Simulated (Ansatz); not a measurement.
A made-up structure of CH$_{5}$AlN, doublet:

```
8
angstrom
N -0.9886 0.8801 -0.5692
C 0.1629 0.5698 0.0743
Al 0.8261 -1.1725 0.4875
H 1.1855 -1.6106 1.8979
H -1.2686 1.8279 -0.7493
H 0.7221 1.4607 0.3583
H 2.2085 -1.3027 1.2533
H -0.0519 -2.4237 0.0375
```

It is relaxed with PBE-D4/def2-SVP and then PBE0-D4/def2-TZVP (Ansatz 0.2.0). Atoms count as bonded within 1.22 times the sum of their covalent radii (H–H: 0.88 Å). The end point is not checked to be a true minimum.

Q: Does its bonding change? (Judge from chemistry; the calculation decides.)

A: Computed: Yes. Formed: N1–Al3, H4–H7; broken: Al3–H4, Al3–H7.

Where it ends: The first stage lowers the energy by 1.53 eV in 26 steps. It ends as a complex of CH₃AlN ([CH]1[NH][AlH]1) + H₂:
```xyz
8
angstrom
N -0.7061 0.7182 -0.7293
C 0.2042 0.9224 0.1537
Al 0.3309 -0.9338 -0.4827
H 1.9145 -2.0488 1.9972
H -1.3757 1.4319 -1.0130
H 0.3212 1.8902 0.6508
H 2.5664 -1.7270 1.8244
H -0.4595 -2.0240 0.3893
```

Labels in which every atom is bracketed show which atoms are joined, not bond orders.

For scale, one of the runs: PBE0-D4/def2-TZVP relaxation, 129 basis functions, launched by `ansatz run in.yaml --threads 2 --pin off --events-out ev --progress --plain --max-ram 4352MiB`. The run took about 35 s on 2 CPU threads of an Intel Xeon 6975P-C (shared host).
